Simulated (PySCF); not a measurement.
Working out the electron affinity of Al

Al⁻ [Ne] 3s2 3p2 (3P) → Al [Ne] 3s2 3p1 (2P). Computed with PySCF 2.14 in aug-cc-pV(Q+d)Z, with the non-relativistic Hamiltonian (point nucleus). Frozen: [Ne]. Energies in hartree (1 hartree = 27.21139 eV):

```
             part  Al⁻ (lower)   Al (upper)
              UHF  -241.880973  -241.880449
MP2 opposite-spin    -0.041508    -0.035493
    MP2 same-spin    -0.010040    -0.002646
```

Q: What does Hartree-Fock give?

A: (-241.880449) − (-241.880973) = 0.000524 hartree = 0.014 eV.

Q: What do MP2 and SCS-MP2 (6/5 opposite-spin, 1/3 same-spin) give?

A: The opposite-spin parts differ by 0.164 eV and the same-spin parts by 0.201 eV. MP2: 0.014 + (0.164) + (0.201) = 0.379 eV. SCS-MP2: 0.014 + 1.2 × (0.164) + (0.201)/3 = 0.278 eV.

A first-order spin-orbit estimate adds -0.003 eV to MP2 (valence), giving 0.376 eV against 0.433 eV (measured; photodetachment measurements, as compiled on the Wikipedia data page of electron affinities).

What remains against the reference includes basis incompleteness, the frozen core and correlation beyond second order.
